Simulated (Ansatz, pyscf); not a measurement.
`[SiH][NH][SiH3]` [singlet] → `[NH]=[Si]` [singlet] + `[SiH4]`, an elimination on the singlet surface: N–Si, H–Si broken, H–Si formed. Single points on ωB97X-D3(BJ)/def2-SVP structures (PySCF, gas phase). Wave-function energies: Ansatz (an electronic-structure program), frozen core, RHF or UHF references. In kcal/mol, from the reactant's lowest minimum found.

```tsv
level	barrier	reaction energy
ωB97M-D3(BJ)/def2-TZVP	41.53	+26.12
B3LYP-D3(BJ)/def2-TZVP	41.90	+26.00
CCSD(T)/cc-pV(D+d)Z	41.67	+19.02
CCSDT(Q)/cc-pV(D+d)Z	41.32	+18.57
CCSD(T)/cc-pV(T+d)Z	42.74	+24.65
CCSD(T)/cc-pV(Q+d)Z	42.85	+25.44
```

In cc-pV(D+d)Z, going from CCSD(T) to CCSDT(Q) shifts the barrier by -0.35 and the reaction energy by -0.45 kcal/mol. With HF in the quadruple-zeta basis and the correlation energy extrapolated as X⁻³ from X = 3, 4, CCSD(T) gives 42.80 and +26.14; adding the double-zeta shift gives ΔE‡ = 42.46 and ΔE = +25.69 kcal/mol, without core correlation, relativity or geometry relaxation at these levels. One saddle was located; it need not be the lowest between these sides.
